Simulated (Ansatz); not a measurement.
**AlFH4Si (SMILES [F][AlH][SiH3]): functionals against CCSD(T) at one geometry**

An exercise on one series of results from a longer session: the logs are not shown, and one member is left open.

Computed with Ansatz 0.2.0, Gaussian basis. Level: single points in def2-TZVPP.

Cores are frozen in the correlated methods.

## The starting structure

7 atoms, charge 0, spin multiplicity 1.

Atoms are counted from 1 here; the program's logs count them from 0.

Bond lengths: F1–Al2 1.622 Å, Al2–Si3 2.448 Å, Al2–H4 1.799 Å, Si3–H5 1.510 Å, Si3–H6 1.462 Å, Si3–H7 1.444 Å. Angles: F1–Al2–Si3 131.5°, F1–Al2–H4 106.5°, Si3–Al2–H4 121.2°, Al2–Si3–H5 103.7°, Al2–Si3–H6 119.7°, Al2–Si3–H7 111.7°, H5–Si3–H6 104.2°, H5–Si3–H7 102.4°, H6–Si3–H7 112.7°.

Geometry (Å):

```mol
AlFH4Si
  3D, bonds by distance, orders not assigned

  7  6  0  0  0  0  0  0  0  0999 V2000
   -1.3595   -2.3440    0.4561 F   0  0
   -0.2238   -1.1990    0.6282 Al  0  0
    0.1041    0.9454   -0.5065 Si  0  0
    0.7118   -1.6242    2.1050 H   0  0
   -0.9902    0.9712   -1.5465 H   0  0
   -0.0756    2.1925    0.2346 H   0  0
    1.3005    0.9452   -1.3147 H   0  0
  1  2  8  0
  2  3  8  0
  2  4  8  0
  3  5  8  0
  3  6  8  0
  3  7  8  0
M  END
```

Set-up of the first run:

run/in.yaml reads:

```yaml
crystal:
  periodic: [false, false, false]
  atoms:
    - {symbol: F, position_ang: [-1.359500, -2.344000, 0.456100]}
    - {symbol: Al, position_ang: [-0.223800, -1.199000, 0.628200]}
    - {symbol: Si, position_ang: [0.104100, 0.945400, -0.506500]}
    - {symbol: H, position_ang: [0.711800, -1.624200, 2.105000]}
    - {symbol: H, position_ang: [-0.990200, 0.971200, -1.546500]}
    - {symbol: H, position_ang: [-0.075600, 2.192500, 0.234600]}
    - {symbol: H, position_ang: [1.300500, 0.945200, -1.314700]}
basis:
  gaussian: {orbitals: def2-TZVPP}
correlation: {method: ccsd_t}
output: {forces: true}
```

The command line of these runs was not kept.

Among the steps run: CCSD(T)/def2-TZVPP; PBE0-D4/def2-TZVPP; wB97M-V/def2-TZVPP; r2SCAN-D4/def2-TZVPP; PBE-D4/def2-TZVPP; r2SCANh-D4/def2-TZVPP; B97M-V/def2-TZVPP.

One of the session's tables, all rows but one given; the rest of the session is left out.

```
    method  RMS force component (eV/Å)  angle to CCSD(T) forces (°)  dipole (D)
   CCSD(T)                       0.953                    reference        1.65
   PBE0-D4                       0.916                          2.8        1.74
   wB97M-V                       0.956                          3.4        1.71
 r2SCAN-D4                           ?                            ?           ?
    PBE-D4                       0.950                         11.1        1.66
r2SCANh-D4                       0.922                          2.8        1.72
    B97M-V                       0.875                          5.1        1.75
```

Q: Estimate the row for r2SCAN-D4 from the others.

As computed: RMS force component (eV/Å): 0.928; angle to CCSD(T) forces (°): 2.4; dipole (D): 1.69. In the column «RMS force component (eV/Å)» it lies between r2SCANh-D4 (0.922) and PBE-D4 (0.950).
